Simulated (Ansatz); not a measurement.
`C[Si]S` + H₂ → `C[SiH]` + H₂S at 500 K and 1 bar (hydrogenolysis of the Si–S bond).

Computed with Ansatz on PBE0-D4/def2-TZVP structures; ΔE is electronic, products minus reactants. CBS: MP2 limit from def2 TZ/QZ plus the TZ coupled-cluster correction, frozen cores. This one scheme is used for every species. One conformer a species, not always the lowest.

```json
{"species": "`C[Si]S`", "CCSD(T)/CBS energy (Eh)": "-727.30578", "H − E (kJ/mol)": "153.9", "S (J/(mol·K))": "348.7"}
{"species": "H₂", "CCSD(T)/CBS energy (Eh)": "-1.17544", "H − E (kJ/mol)": "41.0", "S (J/(mol·K))": "145.5"}
{"species": "`C[SiH]`", "CCSD(T)/CBS energy (Eh)": "-329.46712", "H − E (kJ/mol)": "135.7", "S (J/(mol·K))": "295.1"}
{"species": "H₂S", "CCSD(T)/CBS energy (Eh)": "-398.97279", "H − E (kJ/mol)": "57.0", "S (J/(mol·K))": "224.0"}
```

H − E and S are ideal-gas, rigid-rotor, harmonic terms from PBE0-D4/def2-TZVP, for one conformer and one mirror image of each species. The MP2-based limit puts H₂ 0.8 mEh under its directly extrapolated value; such offsets cancel only in part. 1 Eh = 2625.50 kJ/mol, R = 8.31446 J/(mol·K).

Problem. By hand: ΔE, ΔH, ΔS and ΔG.

Solution. ΔE = (-329.46712) + (-398.97279) − (-727.30578) − (-1.17544) = 0.04131 Eh = 108.5 kJ/mol. Δ(H − E) = 135.7 + 57.0 − 153.9 − 41.0 = -2.2, so ΔH = 106.3 kJ/mol. ΔS = 295.1 + 224.0 − 348.7 − 145.5 = 24.9 J/(mol·K). ΔG = 106.3 − 500 × (24.9)/1000 = 93.8 kJ/mol.

Problem. By hand: the equilibrium constant, and the temperature at which ΔG would vanish if ΔH and ΔS stayed fixed.

Solution. log₁₀ K = −ΔG/(RT ln 10) = -9.8. ΔG = 0 at ΔH/ΔS = 4269 K, far beyond where these terms or the molecules hold.

ΔH outweighs TΔS. A doubt of 5 kJ/mol in ΔE shifts log₁₀ K by 0.5 here. Other conformers and mirror images would add mixing entropy, several J/(mol·K) or more a flexible species. These are equilibria of isolated gas molecules and say nothing of rates. Largest T1 diagnostic: 0.014 (customary marks: 0.02 for closed shells, 0.045 for open ones).
